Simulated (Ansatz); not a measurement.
A calculation with Ansatz (development build ahead of 0.2.0).

```yaml
crystal:
  periodic: [false, false, false]
  atoms:
    - { symbol: C, position_ang: [1.39, 0.0, 0.0] }
    - { symbol: C, position_ang: [0.695, 1.20378, 0.0] }
    - { symbol: C, position_ang: [-0.695, 1.20378, 0.0] }
    - { symbol: C, position_ang: [-1.39, 0.0, 0.0] }
    - { symbol: C, position_ang: [-0.695, -1.20378, 0.0] }
    - { symbol: C, position_ang: [0.695, -1.20378, 0.0] }
    - { symbol: H, position_ang: [1.24, 2.14774, 0.0] }
    - { symbol: H, position_ang: [-1.24, 2.14774, 0.0] }
    - { symbol: H, position_ang: [-2.48, 0.0, 0.0] }
    - { symbol: H, position_ang: [-1.24, -2.14774, 0.0] }
    - { symbol: H, position_ang: [1.24, -2.14774, 0.0] }
basis:
  gaussian: { orbitals: def2-SVP }
magnetization:
  spin_polarized: true
  initial_magnetization: 1
hamiltonian:
  xc: hf
correlation:
  method: mp2
  frozen_orbitals: { C: 1, H: 0 }
```

The input is written out in the form of the current development build from the run's settings.

The run gave:

```
Converged                       : yes
Reference energy                : -229.89325 hartree
Correlation energy              : -0.70116 hartree
Total energy                    : -230.59441 hartree
Spin squared of the determinant : 1.375
```

Caution: the unrestricted determinant is spin contaminated.
